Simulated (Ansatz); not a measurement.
**CH₃NSi: functionals against CCSD(T) at one geometry**

Aim: energy, forces and dipole at a displaced guess of a reacting structure, from CCSD(T) and from density functionals.

The runs use Ansatz 0.2.0, Gaussian basis; single points in def2-TZVPP.

Correlated methods freeze the cores.

**1. The system as given**

6 atoms, charge 0, spin multiplicity 1.

Atoms are counted from 1 here; the program's logs count them from 0.

Bond lengths: Si1–H4 1.466 Å, Si1–H5 1.408 Å, Si1–H6 1.358 Å, C2–N3 1.219 Å. Angles: H4–Si1–H5 116.7°, H4–Si1–H6 114.3°, H5–Si1–H6 116.3°.

Geometry (Å):

```xyz
6
charge 0, multiplicity 1
Si   -0.35800    0.11240    0.43900
C     0.65660   -0.34820   -1.53320
N     1.50520   -0.64830   -0.71090
H    -0.30270    1.54600    0.13960
H    -1.53690   -0.56450    0.07230
H     0.18410   -0.22980    1.63640
```

**2. CCSD(T)/def2-TZVPP**

run/in.yaml

```yaml
crystal:
  periodic: [false, false, false]
  atoms:
    - {symbol: Si, position_ang: [-0.358000, 0.112400, 0.439000]}
    - {symbol: C, position_ang: [0.656600, -0.348200, -1.533200]}
    - {symbol: N, position_ang: [1.505200, -0.648300, -0.710900]}
    - {symbol: H, position_ang: [-0.302700, 1.546000, 0.139600]}
    - {symbol: H, position_ang: [-1.536900, -0.564500, 0.072300]}
    - {symbol: H, position_ang: [0.184100, -0.229800, 1.636400]}
basis:
  gaussian: {orbitals: def2-TZVPP}
correlation: {method: ccsd_t}
output: {forces: true}
```

No record of the launch command was kept for these runs.

**3. PBE0-D4/def2-TZVPP**

Changes to run/in.yaml since step 2:

```diff
@@ -11,3 +11,3 @@
   gaussian: {orbitals: def2-TZVPP}
-correlation: {method: ccsd_t}
-output: {forces: true}
+hamiltonian: {xc: pbe0, dispersion: d4}
+output: {forces: true, orbitals: {seedname: orbitals}}
```

**4. wB97M-V/def2-TZVPP**

Changes to run/in.yaml since step 3:

```diff
@@ -11,3 +11,3 @@
   gaussian: {orbitals: def2-TZVPP}
-hamiltonian: {xc: pbe0, dispersion: d4}
-output: {forces: true, orbitals: {seedname: orbitals}}
+hamiltonian: {xc: {name: wB97M-V}}
+output: {forces: true}
```

**5. r2SCAN-D4/def2-TZVPP**

Changes to run/in.yaml since step 4:

```diff
@@ -11,3 +11,3 @@
   gaussian: {orbitals: def2-TZVPP}
-hamiltonian: {xc: {name: wB97M-V}}
+hamiltonian: {xc: r2scan, dispersion: d4}
 output: {forces: true}
```

**6. PBE-D4/def2-TZVPP**

Changes to run/in.yaml since step 5:

```diff
@@ -11,3 +11,3 @@
   gaussian: {orbitals: def2-TZVPP}
-hamiltonian: {xc: r2scan, dispersion: d4}
+hamiltonian: {xc: pbe, dispersion: d4}
 output: {forces: true}
```

**7. HSE06-D4/def2-TZVPP**

Changes to run/in.yaml since step 6:

```diff
@@ -11,3 +11,3 @@
   gaussian: {orbitals: def2-TZVPP}
-hamiltonian: {xc: pbe, dispersion: d4}
+hamiltonian: {xc: hse06, dispersion: d4}
 output: {forces: true}
```

**8. B97M-V/def2-TZVPP**

Changes to run/in.yaml since step 7:

```diff
@@ -11,3 +11,3 @@
   gaussian: {orbitals: def2-TZVPP}
-hamiltonian: {xc: hse06, dispersion: d4}
+hamiltonian: {xc: {name: B97M-V}}
 output: {forces: true}
```

(Steps that only read results are left out.)

Q: Predict the outcome of this session. Wanted: energy less free atoms, CCSD(T)/def2-TZVPP; RMS force component; RMS force error; HOMO and LUMO, PBE0-D4; T1 diagnostic.

**Answer**, as computed:

| quantity | value |
| --- | --- |
| energy less free atoms, CCSD(T)/def2-TZVPP | -475.0 kcal/mol |
| RMS force component | 1.557 to 1.845 eV/Å over the methods |
| RMS force error | PBE0-D4 0.415, wB97M-V 0.494, r2SCAN-D4 0.286, PBE-D4 0.119, HSE06-D4 0.403, B97M-V 0.363 eV/Å |
| HOMO and LUMO, PBE0-D4 | -8.66 and -1.51 eV |
| T1 diagnostic | 0.017 |

Against CCSD(T) the functionals' energies less atoms differ by -24.7 to -9.5 kcal/mol, PBE-D4 by -24.7 kcal/mol. CCSD(T) in triple zeta still lacks some correlation energy of the bonds, so part of these gaps is its own basis error and they don't rank the functionals. For forces PBE-D4 does best and wB97M-V worst. Frozen-core CCSD(T) forces in triple zeta carry basis errors of their own, and this is one geometry, so small gaps rank nothing.
